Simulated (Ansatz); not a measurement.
Molecule: dimethylacetylene, C4H6, net charge 0, singlet state. 
Geometry from a B3LYP-D3(BJ)/def2-TZVP (Ansatz, a program for electronic structure) optimisation:
SMILES: CC#CC
```xyz
10

C     -0.0002     0.0011     2.0565
C     -0.0001     0.0003     0.6006
C      0.0001    -0.0003    -0.6006
C      0.0002    -0.0011    -2.0565
H     -0.0090     1.0202     2.4498
H     -0.8782    -0.5156     2.4506
H      0.8864    -0.5005     2.4508
H     -0.0085     1.0175    -2.4509
H      0.8870    -0.5032    -2.4500
H     -0.8777    -0.5183    -2.4502
```

Computed values are from Ansatz. Correlated levels leave the core frozen unless marked. UHF or UKS for open shells. No spin-orbit coupling. No relativistic terms. CBS(X,Y): correlation extrapolated as X^-3; Hartree-Fock from the larger set. The bracket is a focal-point correction in the basis named.

**Question.** What is the total energy at RI-MP2/CBS(cc-pVTZ,cc-pVQZ)+[CCSD(T)-MP2]/cc-pVTZ?

**Answer.** -155.7614 Eh.

**Question.** What is the dipole moment at CCSD(T)/aug-cc-pVDZ?

**Answer.** 0.00 D.

**Question.** What is the T1 diagnostic at CCSD/cc-pVTZ?

**Answer.** 0.010.

**Question.** What is the atomisation energy De at RI-MP2/CBS(cc-pVTZ,cc-pVQZ)+[CCSD(T)-MP2]/cc-pVTZ?

**Answer.** 4191.1 kJ/mol.
